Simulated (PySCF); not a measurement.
# NaCl: energy against distance

Set-up: PySCF, no relativity, basis sets Na 6-31G(d,p), Cl 6-31G(d,p). Energies in eV from Na + Cl in their ground configurations at the same level. State: ¹Σ⁺ (singlet), closed shell.

```csv
R (Å),BLYP
2.046,-3.304
2.141,-3.620
2.236,-3.795
2.308,-3.860
2.379,-3.883
2.450,-3.872
2.546,-3.818
2.664,-3.709
2.807,-3.539
2.998,-3.284
```

Problem. Put a parabola through the three lowest points of the BLYP curve and estimate Re, k and ωe (reduced mass 13.87 u; 1 eV/Å² = 0.16022 mdyn/Å; ωe = 1302.8·√(k/μ) cm⁻¹).

Solution. Through R = 2.308, 2.379, 2.45 Å the second-order coefficient is 3.37 eV/Å², so Re ≈ 2.392 Å, k ≈ 1.08 mdyn/Å and ωe ≈ 364 cm⁻¹. A polynomial fit of higher order to the unrounded BLYP energies gives Re = 2.388 Å, k = 1.01 mdyn/Å, ωe = 351 cm⁻¹; anharmonicity and rounding make the difference.

The higher-order fit for each curve: BLYP: Re = 2.388 Å, ωe = 351 cm⁻¹, De = 3.88 eV.
